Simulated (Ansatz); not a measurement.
Two isomers of C4H4: A = `C=C=C=C`, B = `C=C1C=C1`.

Computed with Ansatz on PBE0-D4/def2-TZVP structures; ΔE is electronic, products minus reactants. CBS: MP2 limit from def2 TZ/QZ plus the TZ coupled-cluster correction, frozen cores. Functionals use def2-TZVPP. B3LYP here is the variant with VWN-RPA as its local correlation; programs differ in this.

(1) Which is lower in electronic energy at CCSD(T)/CBS, and by how much? (Estimate.)

(2) Give E(B) − E(A) in kcal/mol with HF/def2-TZVPP, ωB97M-V, B3LYP, CCSD(T)/def2-SVP, B3LYP-D4, BLYP-D4, PBE-D4. (An estimate is asked.)

(3) Does the order hold for the free energy at 298.15 K (harmonic terms from PBE0-D4)? (Estimate.)

Largest T1 diagnostic: 0.014.

## Answers

(1) Computed: A, by 15.3 kcal/mol.

(2) Ansatz gave: HF/def2-TZVPP 12.9, ωB97M-V 12.7, B3LYP 19.1, CCSD(T)/def2-SVP 15.1, B3LYP-D4 18.7, BLYP-D4 22.2, PBE-D4 16.5. None reverses the order clearly.

(3) The calculation gave: Yes: G(B) − G(A) = +15.6 kcal/mol.

From BLYP to BHLYP (50 % exact exchange), in def2-TZVPP and without D4, E(B) − E(A) moves by −7.4 kcal/mol. Leaving LDA and LC-ωPBE aside and taking each functional with its dispersion term where it has one, the values, not all of them listed here, spread over 12.0 kcal/mol, from ωB97X-V to BLYP-D4. LDA lies −2.9 kcal/mol from PBE without D4.
